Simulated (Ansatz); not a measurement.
`CC(=S)C(=N)F` + H₂ → `CC=S` + `N=CF` at 700 K and 1 bar (hydrogenolysis of a C–C bond).

Calculated with Ansatz (gas phase, PBE0-D4/def2-TZVP geometries, no zero-point term in ΔE). CBS: MP2 limit from def2 TZ/QZ plus the TZ coupled-cluster correction, frozen cores. This one scheme is used for every species. Each species was taken in one conformer, which may not be the lowest.

| species | CCSD(T)/CBS energy (Eh) | H − E (kJ/mol) | S (J/(mol·K)) |
| --- | --- | --- | --- |
| `CC(=S)C(=N)F` | -668.79628 | 253.4 | 448.9 |
| H₂ | -1.17544 | 46.8 | 155.3 |
| `CC=S` | -476.26007 | 186.0 | 338.2 |
| `N=CF` | -193.72220 | 122.2 | 297.1 |

H − E and S are ideal-gas, rigid-rotor, harmonic terms from PBE0-D4/def2-TZVP, for one conformer and one mirror image of each species. For small species the MP2-based limit differs from directly extrapolated CCSD(T) by up to some mEh (0.8 for H₂); such offsets cancel only in part. 1 Eh = 2625.50 kJ/mol, R = 8.31446 J/(mol·K).

Q: By hand: ΔE, ΔH, ΔS and ΔG.

A: ΔE = (-476.26007) + (-193.72220) − (-668.79628) − (-1.17544) = -0.01055 Eh = -27.7 kJ/mol. Δ(H − E) = 186.0 + 122.2 − 253.4 − 46.8 = 8.0, so ΔH = -19.7 kJ/mol. ΔS = 338.2 + 297.1 − 448.9 − 155.3 = 31.1 J/(mol·K). ΔG = -19.7 − 700 × (31.1)/1000 = -41.5 kJ/mol.

Q: By hand: the equilibrium constant, and the temperature at which ΔG would vanish if ΔH and ΔS stayed fixed.

A: log₁₀ K = −ΔG/(RT ln 10) = 3.1. ΔH and −TΔS have one sign here, so there is no such temperature.

TΔS isn't small against ΔH here. A doubt of 5 kJ/mol in ΔE shifts log₁₀ K by 0.4 here. Other conformers and mirror images would add mixing entropy, several J/(mol·K) or more a flexible species. Modes under 60 cm⁻¹, often nearly free rotors, make the harmonic entropy too high. These are equilibria of isolated gas molecules and say nothing of rates. Largest T1 diagnostic: 0.016 (customary marks: 0.02 for closed shells, 0.045 for open ones).
